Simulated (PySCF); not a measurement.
Static response to an electric field

Compound: CH3BH2, CH5B.
Atom-mapped SMILES: `[BH2:1][CH3:2]` (hydrogens: H3, H4 on B1; H5, H6, H7 on C2)

Cartesian coordinates in Å at the PBE0-D3(BJ)/def2-SVP level; atoms count from 1:
```xyz
7
CH5B angstrom
B      0.992    0.099   -0.077
C     -0.553   -0.081   -0.022
H      1.755   -0.827   -0.241
H      1.468    1.208    0.045
H     -0.935    0.342    0.926
H     -0.926   -1.108   -0.133
H     -1.012    0.555   -0.802
```

Level: CAM-B3LYP/def2-SVPD (PySCF), static field, nuclei fixed, core orbitals frozen in the response. The polarisability tensor in these axes (au):

```
x   33.78  0.19 -0.38
y    0.19 29.91  0.53
z   -0.38  0.53 25.62
```

Task: What are the eigenvalues, a third of the trace, and Δα (Δα² = ½Σ(αi − αj)² over the three pairs)?

Result: Principal values 25.53, 29.97 and 33.80 au; mean 29.77 au = 4.41 Å³ = 4.91 × 10⁻⁴⁰ C²·m²/J; Δα = 7.17 au (24 % of the mean).

Task: What is the dipole moment, and where does it point?

Result: (-0.68, 0.02, 0.04) D, 0.68 D in size, pointing from the negative to the positive side. Measured along this direction, the outermost atoms are H3 at the negative end and H5, H7 and H6 at the positive end.

Task: Give the eigenvalues of the traceless quadrupole moment Θ = ½Σq(3rr − r²1), origin at the centre of nuclear charge.

Result: -1.91, -0.58, 2.49 D·Å. The values depend on the origin, since the dipole doesn't vanish. The electronic extent ⟨r²⟩ about the same centre is 106 bohr², a root-mean-square distance of 1.36 Å for the 16 electrons.

Task: Form Σ f/ω² (atomic units) for the 6 lowest TDDFT singlets, given as eV and f, and set it beside the mean polarisability, which is this sum over all singlets: 5.76, 0.0001; 6.23, 0.0012; 8.63, 0.0180; 9.02, 0.0031; 9.05, 0.1114; 9.18, 0.0279.

Result: They add up to 1.48 au, 5.0 % of the 29.77 au; the largest single term is 1.01 au, from the state at 9.05 eV. Terms in order: 0.00, 0.02, 0.18, 0.03, 1.01, 0.24 au. Higher excitations give the rest. The strengths listed sum to 0.162.

Task: Molar refractivity from α?

Result: Lorentz–Lorenz: R = (4π/3)N_A α = 2.5225 cm³/(mol·Å³) × 4.41 Å³ = 11.1 cm³/mol, in the limit of long wavelengths.

Task: Rayleigh depolarisation ratio (linearly polarised light, static tensor)?

Result: ρ = 3Δα²/(45ᾱ² + 4Δα²) = 154.0/(39875 + 205.4) = 0.00384.

Isolated species at its PBE0-D3(BJ)/def2-SVP geometry, gas phase.
